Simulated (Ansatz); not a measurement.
Reaction (isomerisation): `C=COC(C)=O` → `C=CCOC=O`

Calculated with Ansatz (gas phase, PBE0-D4/def2-TZVP geometries, no zero-point term in ΔE). CCSD(T)/CBS is the MP2 limit (def2-TZVPP, def2-QZVPP) plus CCSD(T) − MP2 in def2-TZVPP, frozen cores. DFT in def2-TZVPP. B3LYP here is the variant with VWN-RPA as its local correlation; programs differ in this. One conformer a species, not always the lowest.

Is it downhill or uphill in electronic energy at CCSD(T)/CBS, and by how much? (Best estimate.)

Computed: Uphill: ΔE = +7.5 kcal/mol.

What do these levels give: LDA (SPW92), revPBE-D4, r2SCAN, PBE0, B3LYP, r2SCANh, CCSD/def2-SVP, CCSD(T)/def2-SVP, CCSD(T)/def2-TZVPP, HF/def2-QZVPP, MP2/def2-QZVPP, CCSD/CBS(def2)? (Best estimate.)

Ansatz gave: LDA (SPW92) 10.8, revPBE-D4 8.7, r2SCAN 9.7, PBE0 9.2, B3LYP 8.6, r2SCANh 9.7, CCSD/def2-SVP 7.4, CCSD(T)/def2-SVP 7.5, CCSD(T)/def2-TZVPP 7.3, HF/def2-QZVPP 7.7, MP2/def2-QZVPP 7.5, CCSD/CBS(def2) 7.4 kcal/mol.

Largest T1 diagnostic among the species: 0.014.

Leaving LDA and LC-ωPBE aside and taking each functional with its dispersion term where it has one, the values, not all of them listed here, spread over 1.7 kcal/mol, from B2PLYP to r2SCAN-D4. LDA lies +1.7 kcal/mol from PBE without D4.
